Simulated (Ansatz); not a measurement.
## How basis sets differ on SiH (SMILES [SiH])

The species is SiH (2 atoms), meant as a doublet with charge 0. SMILES: `[SiH]`. The coordinates come from a PBE0-D4/def2-TZVP relaxation.

```
atom   x (Å)   y (Å)    z (Å)
  Si  0.0000  0.0000  -0.0076
   H  0.0000  0.0000   1.5241
```

Each level gives the vertical energy of the quartet above the doublet (eV). The values are calculated.

| level | kind | program | value (eV) | CPU time (all runs) |
| --- | --- | --- | --- | --- |
| U-wB97M-V/LANL2DZ (core potential) | range-separated hybrid | Ansatz | 1.54 | 2 s |
| U-wB97M-V/MINI | range-separated hybrid | Ansatz | 1.90 | 2.2 s |
| U-wB97M-V/MIDI | range-separated hybrid | Ansatz | 1.83 | 2.7 s |
| U-wB97M-V/def2-mTZVP | range-separated hybrid | Ansatz | 1.91 | 3 s |
| U-wB97M-V/6-311G** | range-separated hybrid | Ansatz | 1.90 | 14 s |
| U-wB97M-V/def2-mTZVPP | range-separated hybrid | Ansatz | 1.93 | 3.4 s |
| U-wB97M-V/def2-TZVP | range-separated hybrid | Ansatz | 1.93 | 4.1 s |
| U-wB97M-V/def2-QZVP | range-separated hybrid | Ansatz | 1.93 | 8.6 s |

The values span 1.54 to 1.93 eV. Without the sets that lack polarisation functions the rows with a basis span only 1.90 to 1.93 eV. CPU times are rough (shared hosts, several kinds of processor): they show what a rung costs within a factor of a few.
